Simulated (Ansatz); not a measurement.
## C₂H₄NO, SMILES C=CN[O]: harmonic frequencies at the relaxed geometry, step by step

Program: the Python package of Ansatz (0.2.0).

Contents of `c2h4no.xyz`:
```text
8

C     1.16540    0.21610    0.18110
C     0.04200   -0.49810    0.18870
N    -1.19870    0.03880   -0.28030
O    -1.29120    1.30350   -0.75630
H     1.18370    1.23530   -0.18200
H     2.08600   -0.22260    0.54350
H     0.06730   -1.51480    0.56050
H    -2.05450   -0.55830   -0.25530
```

Notebook, run cell by cell (the value of a cell's last expression is shown):

```python
from dataclasses import dataclass
import itertools

import ansatz as az
from ase import Atoms
from ase.data import atomic_numbers, covalent_radii
from ase.thermochemistry import IdealGasThermo
import numpy as np


@dataclass
class Options:
    basis: str = "6-31G*"
    functional: str = "hf"
```

```python
settings = Options()

molecule = az.Crystal.molecule_from_extxyz("c2h4no.xyz")

job = (
    molecule.calculation()
    .basis(gaussian=settings.basis)  # the orbital basis, by name
    .functional(settings.functional)
    .spin("collinear", total=1)
)
symbols = [site.symbol for site in molecule.cartesian_sites]
start = np.array([site.position_ang for site in molecule.cartesian_sites], dtype=float)
data = job.relax(force_tolerance=0.003).run().report
end = np.array(data["positions_ang"])
```

```python
# pairs closer than 1.2 times the sum of covalent radii, before or after
radius = [covalent_radii[atomic_numbers[s]] for s in symbols]
span = lambda where, i, j: np.linalg.norm(where[i] - where[j])
bonded = [(i, j) for i, j in itertools.combinations(range(len(symbols)), 2) if min(span(start, i, j), span(end, i, j)) < 1.2 * (radius[i] + radius[j])]
print("pair        before    after (A)")
for i, j in bonded:
    print(f"{symbols[i]}{i}-{symbols[j]}{j}".ljust(10), f"{span(start, i, j):8.4f} {span(end, i, j):8.4f}")
for first, second in list(itertools.combinations(bonded, 2)):
    shared = set(first) & set(second)
    if shared and symbols[(j := shared.pop())] != "H":
        i, k = sorted((set(first) | set(second)) - {j})
        u, v = end[i] - end[j], end[k] - end[j]
        angle = np.degrees(np.arccos(np.clip(u @ v / np.linalg.norm(u) / np.linalg.norm(v), -1, 1)))
        print(f"final angle {symbols[i]}{i}-{symbols[j]}{j}-{symbols[k]}{k}: {angle:.2f} deg")

# frequencies need a stationary point, so they are taken at the relaxed geometry
minimum = az.Crystal.molecule()
for symbol, place in zip(symbols, end):
    minimum = minimum.atom(symbol, place.tolist())
vibrating = (
    minimum.calculation()
    .basis(gaussian=settings.basis)  # atom-centred Gaussian functions
    .functional(settings.functional)
    .spin("collinear", total=1)
    .phonons(temperatures=(298.15, 498.15, 100))
)
vib = vibrating.run().report["vibrations"]
sums = vib["harmonic_sums"]
modes = [m["omega_inv_cm"] for m in sums["modes_at_gamma"] if m["rigid_motion"] == "no"]
for number, w in enumerate(modes, start=1):
    print(f"mode {number:2d} {w:9.1f} 1/cm {w / 8065.544 * 1000:8.2f} meV")
print("imaginary modes:", sum(w < 0 for w in modes), " zero-point energy:", round(sums["zero_point_energy_ev"], 4), "eV")
# rigid rotor and ideal gas, symmetry number taken as one
gas = IdealGasThermo(vib_energies=[w / 8065.544 for w in modes if w > 0], geometry="linear" if len(modes) == 3 * len(symbols) - 5 else "nonlinear",
                     atoms=Atoms(symbols, positions=end), symmetrynumber=1, spin=0.5)
print(f"H(298 K) - E = {gas.get_enthalpy(298.15, verbose=False):.4f} eV")
print(f"S(298 K, 1 bar) = {96485.33 * gas.get_entropy(298.15, 1e5, verbose=False):.1f} J/(mol K) with symmetry number 1")
```

    pair        before    after (A)
    C0-C1        1.3312   1.3458
    C0-H4        1.0821   1.0722
    C0-H5        1.0823   1.0726
    C1-N2        1.4309   1.3820
    C1-H6        1.0828   1.0739
    N2-O3        1.3545   1.2518
    N2-H7        1.0438   1.0001
    final angle C1-C0-H4: 121.37 deg
    final angle C1-C0-H5: 119.93 deg
    final angle C0-C1-N2: 124.10 deg
    final angle C0-C1-H6: 122.68 deg
    final angle H4-C0-H5: 118.71 deg
    final angle N2-C1-H6: 113.22 deg
    final angle C1-N2-O3: 124.13 deg
    final angle C1-N2-H7: 119.22 deg
    final angle O3-N2-H7: 116.66 deg
    mode  1     277.1 1/cm    34.35 meV
    mode  2     324.0 1/cm    40.17 meV
    mode  3     489.0 1/cm    60.63 meV
    mode  4     665.9 1/cm    82.56 meV
    mode  5     726.7 1/cm    90.10 meV
    mode  6     901.9 1/cm   111.82 meV
    mode  7     992.8 1/cm   123.09 meV
    mode  8    1040.5 1/cm   129.01 meV
    mode  9    1178.0 1/cm   146.06 meV
    mode 10    1319.6 1/cm   163.61 meV
    mode 11    1556.7 1/cm   193.01 meV
    mode 12    1588.8 1/cm   196.99 meV
    mode 13    1673.7 1/cm   207.52 meV
    mode 14    1740.3 1/cm   215.78 meV
    mode 15    3359.9 1/cm   416.58 meV
    mode 16    3388.4 1/cm   420.11 meV
    mode 17    3458.9 1/cm   428.85 meV
    mode 18    3790.0 1/cm   469.90 meV
    imaginary modes: 0  zero-point energy: 1.7651 eV
    H(298 K) - E = 1.9077 eV
    S(298 K, 1 bar) = 283.1 J/(mol K) with symmetry number 1

Notes:
- The frequencies are harmonic and unscaled, in a modest basis.
- The run takes the species as open-shell (spin multiplicity 2), which needn't be its ground state.
- The expectation value of S² is noticeably off S(S+1) in at least one run, so that state is spin-contaminated.
- The result belongs to the one conformer reached from this start, and soft torsions count as harmonic oscillators.
- The entropy takes a symmetry number of 1; a symmetric molecule's is lower by R ln(sigma).
- Hardware and time: 56 s on 1 thread of Arm Neoverse V1, with other jobs on the host, peak memory 0.25 GiB.
